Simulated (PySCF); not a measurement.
**Spin states of SiC⁺**

Unrestricted PBE0; PySCF, no relativity, basis sets Si 6-311G(d,p), C 6-311G(d,p). Outer shells of the fragments: Si+ 3s2 3p1; C 2s2 2p2.

Followed along the bond (rough minima from three points):

| 2Ms+1 | unpaired | ⟨S²⟩ at the start | R at minimum (Å) | Te (eV) |
| --- | --- | --- | --- | --- |
| 4 | σ ↑, π ↑↑ | 3.75 | 1.82 | 0.00 |
| 2 | σ ↓, π ↑↑ | 1.78 | 1.83 | 0.64 |
| 2 | σ ↑, π ↑↓ | 1.76 | 1.83 | 0.67 |
| 2 | σ ↑ | 0.83 | 1.86 | 1.67 |
| 2 | π ↑ | 0.75 | none in the scan | ≤ 1.57 |

Solutions found at the starting distance of 1.925 Å, counted from the lowest of them; the search is not exhaustive and high or unbound solutions are not listed, so other states can lie among these:

| 2Ms+1 | unpaired | term | E (eV) | ⟨S²⟩ | ⟨Lz²⟩ | μ (D) |
| --- | --- | --- | --- | --- | --- | --- |
| 4 | σ ↑, π ↑↑ | ⁴Σ⁻ | 0.00 | 3.75 | 0.00 | -1.42 |
| 2 | σ ↓, π ↑↑ | mixed | 0.63 | 1.78 | 0.00 | -1.70 |
| 2 | σ ↑, π ↑↓ | mixed | 0.64 | 1.76 | 2.01 | -1.47 |
| 2 | π ↑ | ²Π | 1.49 | 0.75 | 1.00 | -1.54 |
| 2 | σ ↑ | mixed | 1.59 | 0.83 | 2.00 | -1.10 |
| 2 | π ↑ | mixed | 2.03 | 1.29 | 1.01 | -1.71 |

A term symbol is given only where ⟨S²⟩ and ⟨Lz²⟩ are close to those of a pure state; real π, δ and φ orbitals otherwise mix terms. A positive dipole points towards C; it is taken about the centre of mass and depends on that origin.
